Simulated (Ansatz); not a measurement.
Relaxation of C5H7F (13 atoms, charge 0, multiplicity 1), to a largest force component of 0.015 eV/Å in at most 40 steps.

These are results of Ansatz 0.2.0, RKS PBE/STO-3G, not measurements.

```xyz
13
Properties=species:S:1:pos:R:3:forces:R:3
C 1.510 0.310 -1.348 -3.87 4.63 -0.96
C 0.293 0.758 -0.839 3.02 -1.13 -1.26
C -0.482 0.108 0.214 5.89 -1.94 -2.36
C -1.538 0.651 0.640 -8.26 1.95 4.18
C 0.099 -1.167 0.827 0.27 1.04 1.73
F -0.720 -1.628 1.824 -1.71 -0.92 1.90
H 1.954 0.930 -2.153 0.15 -0.34 0.24
H 2.026 -0.516 -1.037 1.73 -3.17 1.22
H -0.140 1.688 -1.205 -0.16 0.54 -0.46
H -2.021 1.550 0.239 0.33 0.31 -0.32
H -2.199 0.174 1.458 1.30 0.49 -1.06
H 1.093 -0.971 1.319 0.45 0.14 -0.81
H 0.145 -1.922 0.076 0.85 -1.60 -2.04
```

Q: Where does it end, and by what steps?

A: The forces met the threshold. Limits of this set-up: minimal basis. After 7 steps the energy has fallen by 0.924 eV; C4 moved furthest, 0.10 Å. The start is strongly strained (largest force component 8 eV/Å).

```csv
step,energy less start (eV),largest force component (eV/Å),accepted
0,0.0000,8.264,yes
1,-0.8663,1.150,yes
2,-0.8377,0.628,no
3,-0.9135,0.366,yes
4,-0.9220,0.174,yes
5,-0.9236,0.056,yes
6,-0.9239,0.031,yes
7,-0.9240,0.005,yes
```

```xyz
13
Properties=species:S:1:pos:R:3
C 1.499 0.352 -1.368
C 0.324 0.795 -0.863
C -0.461 0.144 0.223
C -1.633 0.656 0.674
C 0.088 -1.176 0.863
F -0.768 -1.668 1.868
H 2.016 0.896 -2.175
H 1.993 -0.564 -1.005
H -0.122 1.722 -1.270
H -2.070 1.580 0.264
H -2.182 0.140 1.480
H 1.116 -0.970 1.281
H 0.221 -1.942 0.044
```

Whether the end is a true minimum wasn't checked by a vibrational analysis.

The run took 19 s on 1 thread of Arm Neoverse V2, on a shared host, peak memory 0.11 GiB.
